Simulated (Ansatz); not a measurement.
Molecule (SMILES): S (H2S).
Atoms: S1, H2, H3. Bonds: S1-H2, S1-H3.

Basis-set convergence of the optimised S1-H2 bond length at PBE0 with Ansatz (a program for electronic structure). Cartesian d functions, on some or all atoms, in 6-311G**, 6-311+G**; all else is spherical. The program fits the integrals of some runs and decomposes those of others, by size. No added dispersion term, no relativity. Reference: the value in pcseg-4, 1.3403 Å. Deviations are taken from unrounded values.

```csv
basis,functions,optimised S1-H2 bond length (Å),minus reference (Å)
6-31G,17,1.3736,0.0333
pcseg-0,17,1.3710,0.0308
cc-pV(D+d)Z,33,1.3487,0.0084
6-311G**,39,1.3460,0.0057
6-311+G**,43,1.3457,0.0054
aug-pcseg-1,45,1.3511,0.0109
def2-TZVP,49,1.3413,0.0011
aug-cc-pV(D+d)Z,50,1.3486,0.0083
cc-pV(T+d)Z,67,1.3407,0.0005
jun-cc-pV(T+d)Z,76,1.3407,0.0004
aug-pcseg-2,96,1.3417,0.0014
cc-pV(Q+d)Z,124,1.3402,-0.0001
def2-QZVPP,130,1.3403,0.0001
```
